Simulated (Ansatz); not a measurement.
# Cobalt, hcp under LDA: ground state and equation of state

Aim: take cobalt in the hcp structure, relax it, solve it on a dense k-mesh, switch on spin-orbit coupling, then scale the cell to 7 volumes from 88 to 112 % of the relaxed one and try a fit of the equation of state. The k-meshes are 14×14×8 for the relaxation; 25×25×13 for the dense run; 15×15×8 for spin-orbit coupling; 25×25×13 for the volumes. It starts from a deposited cell (COD).

Method: DFT LDA (PW92), plane waves (420 eV) with PAW, scalar-relativistic; PBE-made PAW files, in Ansatz 0.2.0.

## Step 1: The structure to begin with

It takes space group P6_3/mmc (No. 194, hexagonal). Conventional cell: a = 2.507 Å, b = 2.507 Å, c = 4.069 Å, α = 90.00°, β = 90.00°, γ = 120.00°. Co (site symmetry -6m2) is surrounded by 12 Co at 2.50 to 2.51 Å.

Coordinates:

```xyz
2
Lattice="2.5071 0.0000 0.0000 -1.2535 2.1712 0.0000 0.0000 0.0000 4.0686" Properties=species:S:1:pos:R:3 pbc="T T T"
Co    0.0000    1.4475    1.0171
Co    1.2535    0.7237    3.0514
```

## Step 2: Relaxation of the cell

input.yaml reads:

```yaml
crystal:
  lattice:
    - [2.5070990085, 0.0, 0.0]
    - [-1.2535495042, 2.1712114311, 0.0]
    - [0.0, 0.0, 4.0686]
  atoms:
    - { symbol: Co, position: [0.3333333333, 0.6666666667, 0.25] }
    - { symbol: Co, position: [0.6666666667, 0.3333333333, 0.75] }
hamiltonian:
  xc: lda
  pseudopotentials:
    kind: paw
    azcp:
      Co: "pseudopotentials/Co.paw.azcp"
basis:
  ecutwfc: 420
  fft_grid_basis: typed
kpoints:
  mp_grid: { grid: [14, 14, 8], shift: [0, 0, 0] }
magnetization:
  spin_polarized: false
scf:
  occupations: { method: fermi_dirac, width: 0.1 }
relax:
  max_steps: 60
  f_tol: 0.01
  cell: {}
```

Further steps of the session: Dense single point; With spin-orbit coupling; At 88 % of the relaxed volume; At 92 % of the relaxed volume; At 96 % of the relaxed volume; At 100 % of the relaxed volume; At 104 % of the relaxed volume; At 108 % of the relaxed volume; At 112 % of the relaxed volume.

Before running it: what results should come out? Wanted: space group; conventional cell; volume; shortest distance; gap on the mesh; relative to hcp, ferromagnetic; V₀, B₀, B₀′.

The runs gave:

```
                      quantity                                   value
space group (spins left aside)                      P6_3/mmc (No. 194)
             conventional cell  a = 2.400 Å, c = 3.866 Å (c/a = 1.611)
                        volume                           9.638 Å³/atom
             shortest distance                                 2.378 Å
   against the measured volume                -13.0 % (11.074 Å³/atom)
               gap on the mesh            none (levels filled in part)
relative to hcp, ferromagnetic                           +110 meV/atom
                   V₀, B₀, B₀′             9.610 Å³/atom, 314 GPa, 4.7
```

What this shows: Against experiment, LDA misses the volume by -13.0 %. Real cobalt is ferromagnetic, and a cell without moments comes out smaller. The same structure in its ferromagnetic state, relaxed in a run of its own, lies 110 meV/atom lower. Levels at the Fermi energy are filled in part, as in a metal. Totals with and without spin-orbit coupling (-0.24 eV/atom apart) can't be read as binding, since the two-component data shift the zero of energy. The fitted modulus is 314 GPa, too stiff, partly because the moments are missing; letting shape and positions relax at each volume could only lower it.
